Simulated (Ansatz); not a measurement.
Born–Oppenheimer molecular dynamics of ClH$_{6}$NSi (9 atoms, charge 0, multiplicity 1). It starts at the highest image of a converged band, a first-order saddle point between two minima.

Theory: Ansatz, RKS revPBE-D4/def2-SVP.

- ensemble: NVE (velocity Verlet)
- time step: 0.5 fs
- steps asked: 200
- starting velocities drawn for: 300 K
- seed: 8821

First frame:

```xyz
9
Properties=species:S:1:pos:R:3
Si 0.069 -0.083 0.080
N 0.115 -0.179 1.991
H -0.812 -0.198 2.441
H 0.674 0.572 2.422
H 1.396 0.277 -0.495
H -0.734 1.214 0.023
H -0.835 -1.105 -0.519
Cl 1.431 -2.321 0.838
H 0.654 -1.148 2.033
```

(1) How far do the bonds stretch over the last three quarters of this one trajectory? (Pairs bonded in most of those frames.)

## Answers

(1) 
| bond | mean (Å) | spread (Å) | shortest | longest |
| --- | --- | --- | --- | --- |
| Si1–N2 | 1.991 | 0.053 | 1.93 | 2.12 |
| Si1–H5 | 1.500 | 0.008 | 1.48 | 1.52 |
| Si1–H6 | 1.540 | 0.027 | 1.50 | 1.59 |
| Si1–H7 | 1.499 | 0.006 | 1.49 | 1.51 |
| Si1–Cl8 | 2.485 | 0.128 | 2.26 | 2.67 |
| N2–H3 | 1.034 | 0.014 | 1.01 | 1.06 |
| N2–H4 | 1.034 | 0.020 | 1.00 | 1.07 |
| N2–H9 | 1.064 | 0.033 | 1.01 | 1.15 |

Mean temperature of the second half: 206 K. The conserved energy stayed within 0.11 meV per atom of its start (net change 0.0086 meV per atom), so the integration is sound. A run of 0.1 ps of so small a system gives no equilibrium averages. The orbitals stay closed-shell, which can raise the energy where a bond breaks towards radicals; this wasn't checked here.

Run time: 5.6 min on 1 thread of Arm Neoverse V2, with other jobs on the host, peak memory 0.11 GiB.
